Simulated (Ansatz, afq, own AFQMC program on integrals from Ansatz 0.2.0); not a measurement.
# Where AFQMC and coupled cluster stand for NH$_{3}$⁺, doublet

```xyz
4

N     0.0000    0.0000    0.0000
H     2.4290    0.0326   -0.0002
H    -1.2427    2.0872   -0.0066
H    -1.1862   -2.1199    0.0067
```

Basis 6-31G. Noble-gas cores (and the filled d shells of Ga–Kr and In–Xe) are frozen. Integrals, coupled cluster, full CI and functionals: Ansatz 0.2.0; the random walks run on the same integrals in our own AFQMC program. The CISD trial takes its coefficients from CCSD amplitudes. Released means that phaseless walkers are propagated on without the constraint, phases kept. ± is one standard error of the sampling.

Determinant: UHF, the one that the program's search chose, which needn't be the lowest solution. The geometry is a point of a scan.

Full CI on the same integrals is exact in this basis and with this determinant's frozen core.

Cautions: the search met a lower determinant of the same kind, perhaps of another symmetry (200 meV lower), and this one is a saddle point; strong correlation (T1 0.090, weight of the determinant 0.70, largest double 0.19); (T) is large, 12 % of the CCSD correlation; unrestricted determinant spin contaminated (⟨S²⟩ 2.63 against 0.75); CCSD(T) is in doubt: in a space of 7 electrons in 8 natural orbitals full CI lies 169 meV below it; the CCSDT(Q) amplitudes may be one of several solutions (largest double 0.31); the CCSDTQ amplitudes may be one of several solutions (largest double 0.32); the released energies are still falling, so no released level is given (meV from the phaseless value at times in 1/Eh: -18 ± 7 at 0.24, -28 ± 11 at 0.51, -68 ± 7 at 0.99, -86 ± 10 at 1.62, -109 ± 15 at 2.40).

```
T1 diagnostic                               : 0.0899
weight of the determinant in the CISD state : 0.704
⟨S²⟩ of the determinant                     : 2.629
size of the correlated space                : 7 electrons in 14 orbitals
```

```json
{"level": "MP2", "correlation energy (eV)": "-0.9566"}
{"level": "CCSD", "correlation energy (eV)": "-1.7242"}
{"level": "CCSD(T)", "correlation energy (eV)": "-1.9375"}
```

**Question.** Estimate where phaseless AFQMC with a CISD trial lies against CCSD(T) on the same integrals.

**Answer.** 4.4 ± 0.5 kJ/mol below CCSD(T).

Reference: full CI, correlation energy -2.161 eV. The cautions show a poor starting determinant, so the rows tell how each method copes with it here, and full CI is the sure value.

```tsv
level	E − E(reference) (kJ/mol)	share of correlation (%)
CCSD(T)	21.6	89.65
CCSDT	4.3	97.91
CCSDT(Q)	-1.7	100.83
CCSDTQ	1.0	99.54
ph-AFQMC/CISD	17.2 ± 0.5	91.75
```

CCSDT and higher add their correlation energy to the determinant of the CCSD(T) run, since their own runs factorise the integrals more tightly (a shift of under 2 meV). A walk keeps the symmetry of its determinant, which the program's search chose and which needn't be the lowest solution, so a lower state of the same spin and another symmetry isn't excluded.
